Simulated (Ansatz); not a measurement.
Input file:

```yaml
crystal:
  periodic: [false, false, false]
  atoms:
    - {symbol: Si, position_ang: [0.000000, 0.000000, 0.000000]}
    - {symbol: As, position_ang: [0.000000, 0.000000, 2.453600]}
basis:
  gaussian: {orbitals: "6-31G*"}
magnetization: {spin_polarized: true, initial_magnetization: 5}
hamiltonian: {xc: {name: B3LYP}, pseudopotentials: {relativity: scalar}}
correlation: {method: bccd_t, electrons: valence, diis_vectors: 12}
output: {forces: true}
```

```sh
$ ansatz run in.yaml --threads 1 --pin off --events-out ev --progress --plain --max-ram 2393MiB
```

Log:

```
496 factors; integrals over basis functions are off by at most 1.1e-3 eV
mean field evaluation 1: about -69258.7240 eV, gradient 7.2e0 eV
mean field evaluation 2: about -69258.7422 eV, gradient 7.1e0 eV
mean field evaluation 4: about -69259.0157 eV, gradient 1.8e0 eV
mean field evaluation 8: about -69259.0398 eV, gradient 2.9e-2 eV
mean field evaluation 16: about -69259.0399 eV, gradient 1.6e-6 eV
mean field -69259.03986572 eV, -2545.2227696019 hartree, gradient 1.7e-6 eV, S^2 8.752564; 0 other end points of the search recorded, 0 dependent functions left out
14 core orbitals not correlated: weight in the atoms' cores, before any rotation towards them, 1.000 or more for the frozen orbitals, at most 0.000 for the correlated occupied ones
reference -69199.02407649 eV, -2543.0172300277 hartree; 12, 7 occupied and 28, 33 virtual orbitals, 496 factors
second order -7.57842677 eV of doubles, -0.25268074 eV of singles
cycle   1  -7.66722438 eV  change    1.6e-1 eV  update   6.6e-2
cycle   2  -7.92177023 eV  change   -2.5e-1 eV  update   2.2e-2
cycle   3  -7.94776669 eV  change   -2.6e-2 eV  update   9.4e-3
cycle   4  -7.94604756 eV  change    1.7e-3 eV  update   3.2e-3
cycle   5  -7.94896066 eV  change   -2.9e-3 eV  update   1.3e-3
cycle   6  -7.94887370 eV  change    8.7e-5 eV  update   4.5e-4
cycle   7  -7.94874268 eV  change    1.3e-4 eV  update   1.7e-4
cycle   8  -7.94880367 eV  change   -6.1e-5 eV  update   6.5e-5
cycle   9  -7.94881700 eV  change   -1.3e-5 eV  update   2.6e-5
cycle  10  -7.94879141 eV  change    2.6e-5 eV  update   1.3e-5
cycle  11  -7.94879630 eV  change   -4.9e-6 eV  update   6.5e-6
cycle  12  -7.94879366 eV  change    2.6e-6 eV  update   2.6e-6
cycle  13  -7.94879243 eV  change    1.2e-6 eV  update   7.5e-7
perturbative correction -0.16680764 eV, -0.0061300678 hartree
the calculation of the forces begins
Total energy: -69207.13967656 eV, -2543.3154728294 hartree
Relativity: scalar
Atom 0 at     0.000000     0.000000     0.000000 Å, force    -0.000000     0.000000    -1.353176 eV/Å
Atom 1 at     0.000000     0.000000     2.453600 Å, force    -0.000000    -0.000000     1.353176 eV/Å
Dipole moment:    -0.000000     0.000000     0.315868 e Å
```

Forces (eV/Å):
```
Si   0.000  0.000 -1.353
As   0.000  0.000  1.353
```

Ran on 1 thread of Intel Xeon, shared host: 11 s wall, 0.25 GiB peak host memory.
